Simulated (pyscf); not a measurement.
HO–Sn:–OH [singlet] + hydrogen chloride (HCl) → HO–SnH(OH)–Cl (insertion; singlet surface; Cl–H broken, Cl–Sn, H–Sn formed). Single points on ωB97X-D3(BJ)/def2-SVP structures (PySCF, gas phase). MP2 and CC: frozen core, UHF for open shells. ΔMP2 is the change of the MP2 total energy from the triple- to the quadruple-zeta basis. Rate constants from transition-state theory at the high-pressure limit, CCSD(T)/def2-TZVPP + ΔMP2(QZVPP) energies (ideal gas, 1 atm, RRHO with modes under 100 cm⁻¹ raised to 100, one conformer, R ln 2 for rigid chiral ones; no tunnelling), k in cm³ molecule⁻¹ s⁻¹.

| T (K) | 1000/T | log10 k |
|---|---|---|
| 298 | 3.354 | -36.21 |
| 600 | 1.667 | -24.09 |
| 900 | 1.111 | ? |
| 1200 | 0.833 | -17.74 |

**Question.** Fit an Arrhenius line to the three values, give the activation energy, and predict k at 900 K.

**Answer.** Least squares gives log10 k = -11.76 − 7.31 × 1000/T, so Ea = 7.31 × ln 10 × 1.987 = 33.4 kcal/mol, against an electronic barrier of 32.2. At 900 K the line gives -19.88; the computed value is -19.92 (ΔG‡ = 58.8 kcal/mol), close to the line. On the reactant side the descent ends in a complex (not fully relaxed), 5.1 kcal/mol under the separated species and 35.8 kcal/mol under the saddle at ωB97X-D3(BJ)/def2-TZVP. One saddle was located; it need not be the lowest between these sides. The CCSD(T) − MP2 part came from Ansatz, without density fitting, on the same reference. The frozen core leaves the outer d or s,p core shells of the metals and heavy elements correlated in the MP2 and CC values, and def2-TZVPP describes them poorly, which can shift differences by a few kcal/mol. Elements past Kr carry the def2 core potentials, without spin-orbit coupling.
